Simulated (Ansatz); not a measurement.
Eight cases of atomisation energy with Al to Br (electronic energies, kJ/mol), geometries: B3LYP-D3(BJ)/def2-TZVP. Functionals by Ansatz (an electronic-structure program) in def2-TZVPD; columns hold the difference against the high level (Ansatz, AFQMC by cisd_afqmc): A = CCSD(T)/CBS(cc-pV(Q+d)Z,cc-pV(5+d)Z) + [CCSDT(Q) - CCSD(T)]/cc-pV(5+d)Z + [CCSDTQ - CCSDT(Q)]/cc-pV(D+d)Z + core + X2C; B = CCSD(T)/CBS(cc-pV(Q+d)Z,cc-pV(5+d)Z) + [CCSDT(Q) - CCSD(T)]/cc-pV(D+d)Z + core + X2C; C = CCSD(T)/CBS(cc-pV(Q+d)Z,cc-pV(5+d)Z) + [CCSDT(Q) - CCSD(T)]/cc-pV(T+d)Z + [CCSDTQ - CCSDT(Q)]/cc-pV(D+d)Z + core + X2C; D = CCSD(T)/CBS(cc-pV(Q+d)Z,cc-pV(5+d)Z) + [CCSDT(Q) - CCSD(T)]/cc-pV(T+d)Z + core + X2C; E = CCSD(T)/CBS(cc-pV(T+d)Z,cc-pV(Q+d)Z) + [CCSDT(Q) - CCSD(T)]/cc-pV(D+d)Z + core + X2C; F = CCSD(T)/CBS(cc-pVQZ,cc-pV5Z) + [CCSDT(Q) - CCSD(T)]/cc-pVQZ + [CCSDTQ - CCSDT(Q)]/cc-pVDZ; G = CCSD(T)/CBS(def2-TZVPP,def2-QZVPP) + [CCSDT(Q) - CCSD(T)]/def2-SVP. The cases were drawn at random from those of this class that have a high level and all functionals, leaving out states under which another spin lies or may lie. Left out are anions, K, Ca, elements past Kr, ionisation of Li, Na and Mg, pi-pi* triplets of linear molecules and other triplets made from a closed-shell parent. Runs that doubt their state, and full CI more than 15 mEh from coupled cluster, are set aside; a case stays where another high level and all functionals remain. AFQMC serves as high level only in triple zeta or larger, with a steady walk, a bar under 0.8 kcal/mol and agreement with other high levels or trials where they ran; where none ran, an unstable determinant or (outside 3d species) a high T1 diagnostic also bars it, so strongly correlated cases are thinned. No case was kept or dropped by the size of a functional's miss. Each difference is the functional minus the high level; affinities count positive where energy is released, gaps as the second state minus the first. Radicals and triplets start from unrestricted determinants; spin-orbit coupling is neglected. Cores are frozen in correlated methods (noble-gas shells, and filled d and f shells in the p block). Rows without X2C or -DK are non-relativistic. CBS(X,Y): correlation extrapolated as X^-3, Hartree-Fock from the larger set (Q,5: extrapolated as (X+1)exp(-9√X)). A bracket is a step between two methods taken in the basis named. The functionals are non-relativistic, so their misses hold any scalar relativity. '+ core + X2C': CCSD(T) terms for core correlation (cc-pwCVTZ, 1s frozen past Ne) and scalar relativity (cc-pVTZ-DK). Where a partner has so few electrons that a lower coupled-cluster level is exact, that level stands in. Spin-orbit terms, left out, reach several kcal/mol for Br and I, and more for heavier atoms. The restricted determinant of NP (N#P, singlet) is unstable towards broken spin symmetry in at least one set run. The UHF reference of Se2 ([Se]=[Se], triplet) is spin-contaminated (<S^2> up to 0.05 over the pure value in the sets run). The determinant of Se2 ([Se]=[Se], triplet) is a saddle point of the SCF energy; a lower one exists, which strains HF and MP2.

```json
[
 {"case": "SiH2F (SMILES F[SiH2], doublet)", "level": "C", "value": "1182.1"},
 {"case": "Se2 (SMILES [Se]=[Se], triplet)", "level": "F", "value": "347.3"},
 {"case": "SiHSF3 (trifluoro(sulfanyl)silane, SMILES F[Si](F)(F)S)", "level": "B", "value": "2495.6"},
 {"case": "AlCl3 (SMILES [Al]([Cl])([Cl])[Cl])", "level": "B", "value": "1307.6"},
 {"case": "CH2Cl (SMILES [CH2]Cl, doublet)", "level": "D", "value": "1209.7"},
 {"case": "SiBr4 (tetrabromosilane, SMILES Br[Si](Br)(Br)Br)", "level": "G", "value": "1374.7"},
 {"case": "PN (SMILES N#P)", "level": "A", "value": "613.0"},
 {"case": "BHSCl (SMILES S[B]Cl, doublet)", "level": "E", "value": "1175.1"}
]
```

**Question.** Predict the difference of PBE, CAM-B3LYP, r2SCAN for each case and sum up.

**Answer.** 
```tsv
case	PBE	CAM-B3LYP	r2SCAN
SiH2F (SMILES F[SiH2], doublet)	-6.8	5.6	5.9
Se2 (SMILES [Se]=[Se], triplet)	50.6	-14.4	31.2
SiHSF3 (trifluoro(sulfanyl)silane, SMILES F[Si](F)(F)S)	-20.8	-48.7	-25.6
AlCl3 (SMILES [Al]([Cl])([Cl])[Cl])	-25.8	-59.3	6.9
CH2Cl (SMILES [CH2]Cl, doublet)	35.5	-0.7	20.0
SiBr4 (tetrabromosilane, SMILES Br[Si](Br)(Br)Br)	3.2	-84.5	22.0
PN (SMILES N#P)	39.3	-16.5	-34.4
BHSCl (SMILES S[B]Cl, doublet)	51.1	-13.5	45.5
```
PBE: mean +15.8, mean absolute 29.1, median absolute 30.6, largest +51.1; CAM-B3LYP: mean -29.0, mean absolute 30.4, median absolute 15.5, largest -84.5; r2SCAN: mean +8.9, mean absolute 23.9, median absolute 23.8, largest +45.5 kJ/mol. PBE lies above in 5 and below in 3 of the eight.
